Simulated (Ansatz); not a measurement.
Consider a ladder of basis sets of H₂N (charge -1), SMILES [NH2-] (Ansatz 0.2.0 through its Python package).

`basis_h2n.py`:
```python
"""How the energy of H2N(-) converges with the basis."""

import ansatz as az
from ase import Atoms

config = {
    "functional": "b3lyp",
    "net_charge": -1,
}

atoms = Atoms(["N", "H", "H"], positions=[
    (0.35366, -0.20981, 0.17435),
    (0.12522, 0.8175, 0.15759),
    (-0.47888, -0.60769, -0.33194),
])
molecule = az.Crystal.molecule_from_ase(atoms)

calc = molecule.calculation().functional(config["functional"]).charge(config["net_charge"])

energies = {}
for basis in ["STO-3G", "6-31G", "6-31G*", "def2-SVP", "def2-SVPD", "def2-TZVP", "def2-TZVPP"]:
    summary = calc.basis(gaussian=basis).run().report
    size = summary["n_frozen"] + summary["n_occupied"][0] + summary["n_virtual"][0]
    energies[basis] = (summary["reference_energy_ev"] / 27.211386246, summary["free_energy_ev"] / 27.211386246)
    print(f"{basis:14s} {size:4d} orbitals  reference {energies[basis][0]:14.6f} Ha  total {energies[basis][1]:14.6f} Ha")

last = energies["def2-TZVPP"][1]
for basis, (_, total) in energies.items():
    print(f"{basis:14s} lies {27.211386 * (total - last):9.4f} eV above def2-TZVPP")
```

How far does the total energy move along this ladder of basis sets?

Against STO-3G: 6-31G -907.6 mHa, 6-31G* -925.1 mHa, def2-SVP -884.9 mHa, def2-SVPD -941.7 mHa, def2-TZVP -994.4 mHa and def2-TZVPP -996.6 mHa. The last step alone is -2.19 mHa (these two sets differ little on atoms other than hydrogen).

The output:

```console
$ python basis_h2n.py
STO-3G            7 orbitals  reference     -54.915321 Ha  total     -54.915321 Ha
6-31G            13 orbitals  reference     -55.822877 Ha  total     -55.822877 Ha
6-31G*           19 orbitals  reference     -55.840437 Ha  total     -55.840437 Ha
def2-SVP         24 orbitals  reference     -55.800244 Ha  total     -55.800244 Ha
def2-SVPD        36 orbitals  reference     -55.857055 Ha  total     -55.857055 Ha
def2-TZVP        43 orbitals  reference     -55.909736 Ha  total     -55.909736 Ha
def2-TZVPP       59 orbitals  reference     -55.911924 Ha  total     -55.911924 Ha
STO-3G         lies   27.1189 eV above def2-TZVPP
6-31G          lies    2.4231 eV above def2-TZVPP
6-31G*         lies    1.9453 eV above def2-TZVPP
def2-SVP       lies    3.0390 eV above def2-TZVPP
def2-SVPD      lies    1.4931 eV above def2-TZVPP
def2-TZVP      lies    0.0595 eV above def2-TZVPP
def2-TZVPP     lies    0.0000 eV above def2-TZVPP
```

What to keep in mind:
- The drop along the ladder measures the basis error, and is no property of the molecule.
- The geometry is a force-field or estimated start, not a minimum of this method, and the last set is no limit. Much of the fall in a total is atomic energy, which cancels in bond and reaction energies.
- b3lyp holds the VWN-RPA fit, as in Gaussian; the form of ORCA and Turbomole is b3lyp5.
- Totals across families of basis sets mostly measure their core functions.
- Timing: 2 s on 1 thread of Arm Neoverse V1 (shared host), peak memory 0.15 GiB.
